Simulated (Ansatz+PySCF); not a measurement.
**doublet C2H5O: levels of theory in one basis**

```xyz
8

C     0.9982   -0.5607    0.0000
C     0.0066    0.5811    0.0000
O    -1.2535   -0.0068    0.0000
H     0.1535    1.1971    0.8965
H     0.1535    1.1971   -0.8965
H     2.0128   -0.1565    0.0000
H     0.8628   -1.1793    0.8881
H     0.8628   -1.1793   -0.8881
```

Basis set: cc-pVTZ (spherical functions). Correlated methods keep 3 orbitals frozen. Correlation on ROHF uses semicanonical orbitals with singles. Charge 0, multiplicity 2.

Computed with Ansatz (development build ahead of 0.2.0); each method stands on the lowest determinant of its kind that the runs found.

```tsv
method	E − E(ROHF) (eV)	<S²> of the determinant
ROHF	0.00	0.75
UHF	-0.15	0.76
ROHF-MP2	-14.89	–
UHF-MP2	-14.88	0.76
```

(1) What does ROHF-CCSD(T) give on the same scale?

Results:

(1) -16.47 eV.

The restricted and unrestricted rows may stand on different electronic states: another unrestricted solution lies nearer the restricted one.

Caution for ROHF-MP2, UHF-MP2: forces differ strongly between restricted and unrestricted references.
